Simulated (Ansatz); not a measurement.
System: hcp Ti. Method: HSE06 (Ansatz, a program for electronic structure, PAW).

Run with plane-wave cutoff 500 eV, 12×12×6 k mesh (along the axes of the cell as run), Fermi–Dirac smearing 0.1 eV, no spin polarisation, scalar-relativistic PAW data made under PBE.

Computed at the level's own relaxed cell.

What does this level give for the volume per atom, equilibrium lattice constant a and c axis length?


- volume per atom = 17.20 Å³/atom
- equilibrium lattice constant a = 2.927 Å
- c axis length = 4.636 Å

Measured, for comparison: lattice constant a 2.950 Å, lattice parameter c 4.683 Å (293 K, no zero-point or thermal correction; as tabulated in Wikipedia's data pages). Computed (rounded) less measured: lattice constant a -0.8 %, lattice parameter c -1.0 %. A static lattice is as a rule a little smaller and stiffer than an uncorrected measurement, which can account for part of this.

Note: exact exchange on metals is sensitive to the k mesh and can open a false gap.

Static lattice: no zero-point or thermal effects.
